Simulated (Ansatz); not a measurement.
A made-up structure of CH2ClSi (charge +1), singlet:

C1  (-0.303, 0.599, -0.439)
Si2  (0.119, -0.744, 0.556)
Cl3  (1.707, -1.678, 1.194)
H4  (-0.727, -1.884, 0.559)
H5  (-0.792, 0.359, -1.389)
(Å)

It is relaxed with PBE-D4/def2-SVP and then PBE0-D4/def2-TZVP (Ansatz 0.2.0). Atoms count as bonded within 1.22 times the sum of their covalent radii (H–H: 0.88 Å). The end point is not checked to be a true minimum.

**Question.** Does its bonding change? (Judge from chemistry; the calculation decides.)

**Answer.** By the calculation: Yes. Formed: C1–Cl3, C1–H4; broken: Si2–H4.

Where it ends: The first stage lowers the energy by 2.17 eV in 27 steps. It ends as CH₂ClSi ([CH2]1[Si][Cl]1), total charge +1:
| atom | x (Å) | y (Å) | z (Å) |
| --- | --- | --- | --- |
| C1 | -0.3181 | -0.4776 | 0.1599 |
| Si2 | 0.0505 | -2.1179 | -0.6748 |
| Cl3 | 1.5084 | -0.7324 | 0.2487 |
| H4 | -0.7171 | -0.4388 | 1.1727 |
| H5 | -0.5199 | 0.4190 | -0.4248 |

Labels in which every atom is bracketed show which atoms are joined, not bond orders.

For scale, one of the runs: PBE0-D4/def2-TZVP relaxation, 117 basis functions, launched by `ansatz run in.yaml --threads 2 --pin off --events-out ev --progress --plain --max-ram 4352MiB`. Hardware: 2 CPU threads of an Arm Neoverse V1, shared host. Wall time about 46 s.
